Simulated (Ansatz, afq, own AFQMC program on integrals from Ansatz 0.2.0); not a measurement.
# ZrF⁺, quintet in def2-TZVP, levels against CCSDT(Q)

```xyz
2

Zr    0.0000    0.0000    0.0000
F     0.0000    0.0000    1.8888
```

Basis def2-TZVP with its core potentials. Only valence electrons are correlated. Ansatz 0.2.0 and our own AFQMC program on the same integrals; the CISD trial comes from CCSD amplitudes, and released means the phaseless constraint is let go. Uncertainties: one standard error, sampling alone. No spin–orbit coupling. The metal's outer-core s and p shells are frozen, which shifts wave-function levels against functionals.

Determinant: UHF, the one that the program's search chose, which needn't be the lowest solution. The geometry is a PBE0/def2-TZVP stationary point of this or a neighbouring charge and spin state.

No full CI on the walks' own integrals is used here; CCSDT(Q) serves as the reference and is uncertain by about the last step of the cluster series.

Cautions: no spin-orbit coupling; outer-core shells of the metal frozen; another spin lies lower.

```
T1 diagnostic                               : 0.0133
weight of the determinant in the CISD state : 0.946
⟨S²⟩ of the determinant                     : 6.008
size of the correlated space                : 10 electrons in 66 orbitals
```

```tsv
level	correlation energy (eV)
MP2	-5.8235
CCSD	-6.2729
CCSD(T)	-6.3888
```

Question: Estimate where phaseless AFQMC with a CISD trial lies against CCSD(T) on the same integrals.

Answer: 0.08 ± 0.15 mEh above CCSD(T). The gap is under twice the noise, so this walk alone can't tell the two apart.

Reference: CCSDT(Q), correlation energy -6.416 eV. The released energy is read at 2.40 1/Eh (meV from the phaseless value at times in 1/Eh: -2 ± 3 at 0.24, 1 ± 9 at 0.51, -12 ± 4 at 0.99, -11 ± 3 at 1.62, -16 ± 6 at 2.40).

```json
{"level": "CCSD(T)", "E − E(reference) (mEh)": "0.99", "share of correlation (%)": "99.58"}
{"level": "CCSDT", "E − E(reference) (mEh)": "0.23", "share of correlation (%)": "99.90"}
{"level": "ph-AFQMC/HF", "E − E(reference) (mEh)": "5.30 ± 0.67", "share of correlation (%)": "97.75"}
{"level": "ph-AFQMC/CISD", "E − E(reference) (mEh)": "1.07 ± 0.15", "share of correlation (%)": "99.55"}
{"level": "released AFQMC", "E − E(reference) (mEh)": "0.47 ± 0.22", "share of correlation (%)": "99.80"}
```

Released energies are given only where the last usable release times agree within the noise; a slower fall can still hide under it.
